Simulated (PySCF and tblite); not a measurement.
The numbers below are computed, except where a source is named.
C₄H₁₀S, numbered as in [CH3:1][CH2:2][S:3][CH2:4][CH3:5].

Conformers came from 90 starts (ETKDG and KDG, MMFF94s, GFN2-xTB); geometries are PBE0-D3(BJ)/def2-SVP. Free energies are PBE0-D3(BJ)/def2-SVP single points with GFN2-xTB rigid-rotor and vibrational terms (modes under about 100 cm⁻¹ blended into free rotors). Symmetry numbers and mirror images are counted. Conformers within 3 kcal/mol (GFN2-xTB free energy) were kept, 6 at most. (PySCF 2.14, tblite 0.8.)

Rotational constants are equilibrium values for the commonest isotopes; dipoles come from the energy level named.

Torsions listed: C1–C2–S3–C4, C2–S3–C4–C5. Of a mirror pair one member is shown.

```tsv
conformer	shape	symmetry
1	175°, 71°	C1 (pair)
2	73°, 73°	C2 (pair)
3	97°, -67°	C1 (pair)
4	180°, 180°	C2v
```

(1) Give the rotational constants and dipole components, as needed to look for these species in a jet-cooled rotational spectrum.

(2) Which type of transition is strongest for conformer 1?

Results:

(1) 
| conformer | A (MHz) | B (MHz) | C (MHz) | abs μa (D) | abs μb (D) | abs μc (D) | κ | Ic−Ia−Ib (u Å²) |
| --- | --- | --- | --- | --- | --- | --- | --- | --- |
| 1 | 8294 | 2059 | 1812 | 0.35 | 1.37 | 0.70 | -0.92 | -27.5 |
| 2 | 5817 | 2437 | 2079 | 0.00 | 1.61 | 0.00 | -0.81 | -51.1 |
| 3 | 5201 | 2756 | 2054 | 0.17 | 1.27 | 0.99 | -0.55 | -34.5 |
| 4 | 14368 | 1732 | 1608 | 0.00 | 1.54 | 0.00 | -0.98 | -12.8 |

(2) b-type, since that component is clearly the largest; the top is near-prolate.
